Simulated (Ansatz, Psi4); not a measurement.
CH6BN (SMILES CBN): the HOMO–LUMO gap, rung by rung

CH6BN has 9 atoms, charge 0, and is taken as a singlet. As SMILES, `CBN`. Geometry: relaxed at PBE0-D4/def2-TZVP.

Quantity: the HOMO–LUMO gap, in eV. The values are calculated.

```csv
level,kind,program,value (eV),CPU time
PBE/cc-pVDZ,GGA,Psi4,6.84,47 s
M06-L/cc-pVDZ,meta-GGA,Psi4,7.56,2 min
r2SCAN/cc-pVDZ,meta-GGA,Ansatz,7.51,5.7 s
B3LYP/cc-pVDZ,global hybrid,Psi4,8.77,45 s
PBE0/cc-pVDZ,global hybrid,Psi4,9.27,52 s
CAM-B3LYP/cc-pVDZ,range-separated hybrid,Psi4,11.88,34 s
HSE06/cc-pVDZ,range-separated hybrid,Psi4,8.48,1.9 min
PBE-QIDH/cc-pVDZ,double hybrid,Ansatz,13.56,4.6 s
```

The values span 6.84 to 13.56 eV. Orbital gaps aren't excitation energies, and those of double hybrids come from the SCF part alone; they tend to grow with the share of exact exchange. CPU times are rough (shared hosts, several kinds of processor and program).
